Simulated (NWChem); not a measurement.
**B3LYP/DGauss-DZVP run of SOF2 (thionyl fluoride)**

What is the vertical ionisation energy of SOF2 (thionyl fluoride) at B3LYP/DGauss-DZVP? 

The results are computed with NWChem 7.3.0.

## (1) The system as given

SOF2: 4 atoms, total charge 0, spin state singlet. SMILES: `O=S(F)F`. The coordinates come from a PBE0-D4/def2-TZVP relaxation.

Bond lengths: O1–S2 1.419 Å, S2–F3 1.588 Å, S2–F4 1.588 Å. Angles: O1–S2–F3 106.5°, O1–S2–F4 106.4°, F3–S2–F4 93.0°.

## (2) A single-point energy at B3LYP/DGauss-DZVP

Contents of m1.nw:

```
echo
start m1
memory stack 880 mb heap 220 mb global 1100 mb

geometry units angstrom noautosym nocenter noautoz
 O      0.932400     0.066600    -1.017800
 S     -0.151300    -0.426200    -0.245700
 F     -1.124400     0.804200     0.000400
 F      0.343300    -0.444600     1.263100
end

basis spherical bse
 * library DGauss-DZVP
end

dft
 xc b3lyp
 grid fine
 convergence energy 1e-08
 iterations 100
 mulliken
 noprint "final vectors analysis"
end

task dft
```

Command:

```sh
$ nwchem m1.nw > m1.out
```

Output (excerpt; [...] marks lines left out):

```text
[...]
          Wavefunction type:  closed shell.
          No. of atoms     :     4
          No. of electrons :    42
[...]
          Charge           :     0
          Spin multiplicity:     1
[...]
          AO basis - number of functions:    60
[...]
              XC Information
              --------------
                         B3LYP Method XC Potential
                     Hartree-Fock (Exact) Exchange  0.200
                        Slater Exchange Functional  0.800 local
                    Becke 1988 Exchange Functional  0.720 non-local
              Lee-Yang-Parr Correlation Functional  0.810
                  VWN I RPA Correlation Functional  0.190 local
[...]
 d= 0,ls=0.0,diis     1   -672.9176636050 -8.67D+02  3.58D-02  1.53D+00     1.7
[...]
 d= 0,ls=0.0,diis     8   -673.0845124884 -4.96D-09  4.97D-06  1.19D-07     7.2
         Total DFT energy =     -673.084512488448
      One electron energy =    -1315.600385458477
           Coulomb energy =      503.744956555519
    Exchange-Corr. energy =      -55.158614765490
 Nuclear repulsion energy =      193.929531180000
[...]
      Total Density - Mulliken Population Analysis
     ---------------------------------------------
    Atom       Charge   Shell Charges
 -----------   ------   -------------------------------------------------------
    1 O    8     8.49   2.00  0.97  0.88  3.45  1.16  0.04
    2 S   16    14.86   2.00  2.00  1.21  0.55  5.99  2.49  0.19  0.42
    3 F    9     9.33   2.00  0.99  0.95  4.05  1.32  0.01
    4 F    9     9.33   2.00  0.99  0.95  4.05  1.32  0.01
[...]
```

Wall time 8.1 s (1 thread of AMD EPYC 7R43 (Zen 3), shared host); peak memory 0.11 GiB.

## (3) The doublet cation at the same level

Contents of f2os.nw:

```
start f2os
title "F2OS energy"
memory stack 880 mb heap 220 mb global 1100 mb
charge 1

geometry units au noautosym nocenter noautoz
 O    1.76198064   0.12585576  -1.92336325
 S   -0.28591556  -0.80540127  -0.46430571
 F   -2.12480805   1.51971775   0.00075589
 F    0.64874298  -0.84017224   2.38691307
end

basis "ao basis" spherical bse
 * library DGauss-DZVP
end

dft
 xc b3lyp
 mult 2
 grid fine
 convergence energy 1e-08
 iterations 100
 mulliken
 print low
end

task dft energy
```

Command:

```sh
$ nwchem f2os.nw > f2os.out
```

Output (excerpt; [...] marks lines left out):

```text
[...]
 d= 0,ls=0.0,diis     1   -672.4068494724 -8.66D+02  1.80D-02  5.19D-01     2.3
[...]
 d= 0,ls=0.0,diis    12   -672.6215395660 -6.97D-09  7.66D-07  6.85D-09    13.7
[...]
         Total DFT energy =     -672.621539565980
      One electron energy =    -1302.215024624823
           Coulomb energy =      490.394470787095
    Exchange-Corr. energy =      -54.730503004561
 Nuclear repulsion energy =      193.929517276310
[...]
      Total Density - Mulliken Population Analysis
     ---------------------------------------------
    Atom       Charge   Shell Charges
 -----------   ------   -------------------------------------------------------
    1 O    8     8.12   2.00  1.01  0.87  3.33  0.86  0.04
    2 S   16    14.54   2.00  2.00  1.22  0.35  5.99  2.50  0.07  0.41
    3 F    9     9.17   2.00  1.01  0.95  4.00  1.20  0.02
    4 F    9     9.17   2.00  1.01  0.95  4.00  1.20  0.02
[...]
      <S2> =      0.7593 (Exact =     0.7500)
[...]
```

It took 15 s on 1 thread of AMD EPYC 7R43 (Zen 3), shared host; peak memory 0.11 GiB.

## (4) Outcome

Level: B3LYP/DGauss-DZVP.

```
                                          quantity          value
                        singlet SOF2: total energy  -673.08451 Eh
                       singlet SOF2: dipole moment         1.92 D
                      doublet cation: total energy  -672.62154 Eh
                              doublet cation: ⟨S²⟩          0.759
vertical ionisation energy (to the doublet cation)      12.598 eV
```

What this shows: Removing an electron at fixed nuclei costs 12.60 eV (1216 kJ/mol). Mulliken charges (doublet cation) run from -0.17 on F3 to +1.46 on S2.
